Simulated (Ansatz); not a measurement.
A nudged elastic band was laid between two geometries of BH3 + H3P (8 atoms, charge 0, multiplicity 1).

Method: RKS r2SCAN-D4/def2-SVP in Ansatz 0.2.0.

```yaml
movable_images: 9
climbing_image: yes
spring: 5.0 eV/Å²
optimiser: quadratic models (default)
start_path: through a guess of the saddle point
force_threshold: 0.03 eV/Å
iteration_limit: 60
end_points: relaxed
```

First end point:

```xyz
8
Properties=species:S:1:pos:R:3
B 0.001 0.048 0.160
H -0.013 0.664 1.203
H 1.050 -0.087 -0.419
H -1.040 -0.123 -0.426
P 0.109 -2.602 1.092
H -0.553 -2.662 -0.168
H 1.406 -2.501 0.512
H -0.063 -1.159 1.288
```

Last end point:

```xyz
8
Properties=species:S:1:pos:R:3
B 0.177 -0.807 -0.386
H -0.351 1.223 2.214
H 1.169 -0.123 -0.431
H -0.899 -0.359 -0.692
P 0.269 -2.482 0.405
H -0.665 -3.305 -0.272
H 1.499 -3.057 0.001
H -0.302 0.490 2.404
```

What changes between the two ends?

Bonds broken: B1–H2, P5–H8. Bonds formed: B1–P5, H2–H8. BH3 + H3P becomes BH4P + H2.

Give the energies along the band, and the barrier.

The forces met the threshold. The highest image is number 2 of 0 to 10, 0.236 eV above the first end and 0.304 eV above the last; the last end lies 0.068 eV below the first. The profile has 3 maxima (images 2, 5, 7) with wells between them (images 4, 6): this band takes more than one step, which may be the mechanism or a detour left from its start path. A vibrational analysis at the climbing image gives one clearly imaginary mode, 649i cm⁻¹: a first-order saddle point. The orbitals stay closed-shell, which can raise the energy where a bond breaks towards radicals; this wasn't checked here.

| image | path coordinate (Å) | energy (eV) | B1–H2 (Å) | P5–H8 (Å) | B1–P5 (Å) |
| --- | --- | --- | --- | --- | --- |
| 0 | 0.00 | 0.000 | 1.21 | 1.47 | 2.81 |
| 1 | 0.64 | 0.006 | 1.22 | 1.48 | 2.67 |
| 2 | 1.27 | 0.236 | 1.26 | 1.75 | 2.18 |
| 3 | 1.97 | -0.022 | 1.39 | 2.35 | 1.98 |
| 4 | 2.67 | -0.054 | 1.39 | 2.60 | 1.96 |
| 5 | 3.36 | 0.008 | 1.44 | 2.33 | 1.99 |
| 6 | 4.06 | -0.036 | 1.40 | 2.65 | 1.96 |
| 7 | 4.76 | 0.048 | 1.79 | 2.93 | 1.93 |
| 8 | 5.46 | -0.013 | 2.43 | 3.30 | 1.88 |
| 9 | 6.16 | -0.059 | 2.96 | 3.69 | 1.86 |
| 10 | 6.86 | -0.068 | 3.34 | 3.63 | 1.85 |

What is the geometry of the highest image?


```xyz
8
Properties=species:S:1:pos:R:3
B -0.043 -0.286 0.179
H 0.100 0.478 1.174
H 0.902 -0.166 -0.551
H -1.205 -0.189 -0.127
P -0.088 -2.358 0.871
H -0.244 -2.621 -0.518
H 1.324 -2.577 0.838
H 0.150 -0.703 1.377
```

The run took 5.2 min on 2 threads of Intel(R) Xeon(R) Platinum 8259CL CPU @ 2.50GHz (Skylake/Cascade Lake), with other jobs on the host, peak memory 0.14 GiB.
